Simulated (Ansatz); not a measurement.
## How far each method lies from UCCSDT(Q) for CH4⁺, doublet

Geometry: displaced at random from a stationary point.

```json
{"atom": "C", "x (Å)": "0.0067", "y (Å)": "-0.0002", "z (Å)": "0.0103"}
{"atom": "H", "x (Å)": "0.3706", "y (Å)": "0.7336", "z (Å)": "0.7472"}
{"atom": "H", "x (Å)": "-0.3203", "y (Å)": "-0.7021", "z (Å)": "0.7048"}
{"atom": "H", "x (Å)": "-0.4111", "y (Å)": "0.7263", "z (Å)": "-0.7666"}
{"atom": "H", "x (Å)": "0.2805", "y (Å)": "-0.7549", "z (Å)": "-0.8084"}
```

Basis cc-pVDZ; Ansatz 0.2.0. Only valence electrons are correlated (noble-gas cores frozen), which leaves 7 electrons in 33 orbitals. R marks a restricted (for open shells ROHF) determinant, U an unrestricted one. Active spaces: valence = (7e, 8o) chosen from the atoms' valence shells.

Full CI isn't at hand for all of this; UCCSDT(Q) serves as the reference, and is uncertain by about the last step of the cluster series. The frozen core follows each run's orbitals, which can shift R against U totals by a few meV.

For open shells CISD is restricted-active-space CI with the open shells as a complete middle space.

```
UHF ⟨S²⟩                          : 0.757
T1 diagnostic (RCCSD)             : 0.0118
largest doubles amplitude (RCCSD) : 0.036
T1 diagnostic (UCCSD)             : 0.0084
```

```json
{"level": "RHF", "E − E(UCCSDT(Q)) (kJ/mol)": "432.2", "share of correlation (%)": "0.00", "wall time": "–"}
{"level": "UHF", "E − E(UCCSDT(Q)) (kJ/mol)": "423.1", "share of correlation (%)": "2.09", "wall time": "–"}
{"level": "RMP2", "E − E(UCCSDT(Q)) (kJ/mol)": "70.7", "share of correlation (%)": "83.64", "wall time": "–"}
{"level": "UMP2", "E − E(UCCSDT(Q)) (kJ/mol)": "72.4", "share of correlation (%)": "83.26", "wall time": "–"}
{"level": "CISD", "E − E(UCCSDT(Q)) (kJ/mol)": "24.6", "share of correlation (%)": "94.31", "wall time": "0.48 s"}
{"level": "RCCSD", "E − E(UCCSDT(Q)) (kJ/mol)": "10.4", "share of correlation (%)": "97.59", "wall time": "–"}
{"level": "UCCSD", "E − E(UCCSDT(Q)) (kJ/mol)": "10.2", "share of correlation (%)": "97.63", "wall time": "–"}
{"level": "RCCSD(T)", "E − E(UCCSDT(Q)) (kJ/mol)": "1.7", "share of correlation (%)": "99.60", "wall time": "0.36 s"}
{"level": "UCCSD(T)", "E − E(UCCSDT(Q)) (kJ/mol)": "1.7", "share of correlation (%)": "99.60", "wall time": "0.36 s"}
{"level": "BCCD(T)", "E − E(UCCSDT(Q)) (kJ/mol)": "1.7", "share of correlation (%)": "99.60", "wall time": "0.48 s"}
{"level": "RCCSDT", "E − E(UCCSDT(Q)) (kJ/mol)": "0.4", "share of correlation (%)": "99.91", "wall time": "–"}
{"level": "UCCSDT", "E − E(UCCSDT(Q)) (kJ/mol)": "0.4", "share of correlation (%)": "99.92", "wall time": "–"}
{"level": "RCCSDT(Q)", "E − E(UCCSDT(Q)) (kJ/mol)": "0.0", "share of correlation (%)": "99.99", "wall time": "6.5 s"}
{"level": "CASSCF (valence space)", "E − E(UCCSDT(Q)) (kJ/mol)": "239.3", "share of correlation (%)": "44.63", "wall time": "–"}
{"level": "NEVPT2 (valence space)", "E − E(UCCSDT(Q)) (kJ/mol)": "51.9", "share of correlation (%)": "88.00", "wall time": "1.8 s"}
{"level": "MRCISD (valence space)", "E − E(UCCSDT(Q)) (kJ/mol)": "8.2", "share of correlation (%)": "98.11", "wall time": "–"}
{"level": "MRCISD+Q (valence space)", "E − E(UCCSDT(Q)) (kJ/mol)": "0.4", "share of correlation (%)": "99.91", "wall time": "3.1 s"}
```

The correlation energy at UCCSDT(Q), counted from RHF, is -4.479 eV. That run took 6 s on 1 thread of Arm Neoverse V1, shared host.

Times hold each run's SCF and search for its determinant on a shared host, so for small cases they say little of a method's own cost; they ran on 1 thread of Arm Neoverse V1.

Natural occupations of CASSCF (valence space) about the gap: 1.984 1.972 1.969 0.999 0.026 0.019 0.017 0.015; effectively unpaired electrons, Σ n²(2−n)², 1.01.
